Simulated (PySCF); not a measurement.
chlorosilane: proton affinities at several levels

Structure: `[SiH3]Cl` (ClH3Si). Numbering: `[SiH3:1][Cl:2]`

All levels share the PBE0-D3(BJ)/def2-SVP structures and the PBE0-D3(BJ)/def2-SVP thermal terms; only the single-point energies (PySCF) change. Values are proton affinities (298 K, kJ/mol).

```jsonl
{"level": "MP2/ma-def2-TZVP", "Cl2": "631", "time": "3.7 s"}
{"level": "CCSD(T)/ma-def2-TZVP", "Cl2": "641", "time": "40 s"}
{"level": "HF/ma-def2-TZVP", "Cl2": "641", "time": "0.9 s"}
{"level": "B3LYP-D3(BJ)/def2-TZVP", "Cl2": "649", "time": "–"}
```

Times are wall times for all single points of a level on 1 thread of Arm Neoverse V1, a shared host; the dash marks the run that also made the structures.

Hartree-Fock leaves out electron correlation, so its proton affinities can be off by tens of kJ/mol.

The spread: 18 kJ/mol, from 631 to 649.

Known limits: protonation of a hydridic H, with loss of H₂, was not considered.
